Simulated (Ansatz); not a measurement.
# Redistribution: C2H4S + SiH3(CH3) → C2H6Si + CH4S

Species: C2H4S `C=CS`, singlet; SiH3(CH3) (methylsilane), singlet; C2H6Si (vinylsilane) `C=C[SiH3]`, singlet; CH4S (methanethiol) `CS`, singlet. The partners trade SH for SiH3; both sit on C, so the bond types are kept.

Shapes, held fixed at every level: PBE0-D4/def2-TZVP. Flexible molecules stand in one conformer, not always the lowest. Programs: Ansatz 0.2.0. Electronic energies: no zero-point or thermal term.

| level | kind | ΔE (kJ/mol) | less CCSD(T)/CBS estimate | CPU time (sum over the molecules) |
| --- | --- | --- | --- | --- |
| HF/def2-TZVPP | Hartree–Fock | +6.4 | -7.9 | – |
| B3LYP-D4/def2-TZVPP | global hybrid | +17.5 | +3.2 | 15 s |
| PBE0-D4/def2-TZVPP | global hybrid | +19.7 | +5.4 | 11 s |
| wB97M-V/def2-TZVPP | range-separated hybrid | +16.0 | +1.7 | 37 s |
| wB97X-V/def2-TZVPP | range-separated hybrid | +15.3 | +1.0 | 29 s |
| CCSD(T)/def2-TZVPP | coupled cluster or CI | +14.4 | +0.1 | 83 s |
| CCSD(T)/CBS estimate | coupled cluster or CI | +14.3 | 0.0 | 2.2 min |

The highest level, CCSD(T)/CBS estimate, gives ΔE = +14.3 kJ/mol; the levels span +6.4 to +19.7. The column of differences is taken from that level and isn't an error. No measured value is set beside it here. The CBS estimate extrapolates MP2 from def2-TZVPP and def2-QZVPP and adds CCSD(T) − MP2 in the triple-zeta set, cores frozen. Times are processor times on shared x86 and Arm servers, and rough.
